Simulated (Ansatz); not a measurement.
Born–Oppenheimer molecular dynamics of CH₅Al (7 atoms, charge 0, multiplicity 1). It starts from a relaxed structure.

Computed with RHF/def2-SVP (Ansatz).

```yaml
ensemble: NVT, Nosé–Hoover chain
time_step: 0.5 fs
steps_asked: 300
set_temperature: 1000 K
thermostat: time constant 100 fs, chain length 3
seed: 963848
```

First frame:

```xyz
7
Properties=species:S:1:pos:R:3
Al -0.006 -0.006 -0.005
C -0.007 -0.012 1.963
H -0.974 -0.298 2.386
H 0.754 -0.686 2.369
H 0.230 0.988 2.346
H 1.363 0.007 -0.803
H -1.361 0.007 -0.825
```

(1) How far do the bonds stretch over the last three quarters of this one trajectory? (Pairs bonded in most of those frames.)

Results:

(1) 
```csv
bond,mean (Å),spread (Å),shortest,longest
Al1–C2,2.001,0.110,1.84,2.16
Al1–H6,1.589,0.045,1.51,1.66
Al1–H7,1.616,0.118,1.43,1.79
C2–H3,1.099,0.033,1.03,1.16
C2–H4,1.098,0.031,1.04,1.15
C2–H5,1.097,0.025,1.06,1.14
```

Mean temperature of the second half: 725 K. The conserved energy stayed within 0.65 meV per atom of its start (net change 0.52 meV per atom), so the integration is sound. The mean temperature of the second half is 28 % below the set value. A run of 0.15 ps of so small a system gives no equilibrium averages.

Run time: 90 s on 1 thread of Arm Neoverse V2 (shared host), peak memory 0.087 GiB.
